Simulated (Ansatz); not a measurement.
Molecule: methylenecyclopropane, C4H6, net charge 0, singlet state. SMILES: C=C1CC1
Geometry: optimised at B3LYP-D3(BJ)/def2-TZVP (Ansatz, a first-principles code).

Parts of the frozen-core correlation energy in cc-pVTZ (Ansatz, hartree). Frozen orbitals: 4; correlated occupied orbitals by spin: 11 and 11; virtual: 189 and 189. Spin-orbit coupling is left out. No relativistic terms.

```
term                            value
-------------------------  ----------
reference (HF)             -154.94257
MP2 opposite-spin            -0.50539
MP2 same-spin                       ?
CCSD correlation                    ?
(T)                                 ?
T1 diagnostic                   0.010
largest doubles amplitude       0.074
```

### Question
Some entries are withheld; supply them.

### Answer

- MP2 same-spin, value: -0.15176
- CCSD correlation, value: -0.69023
- (T), value: -0.03128
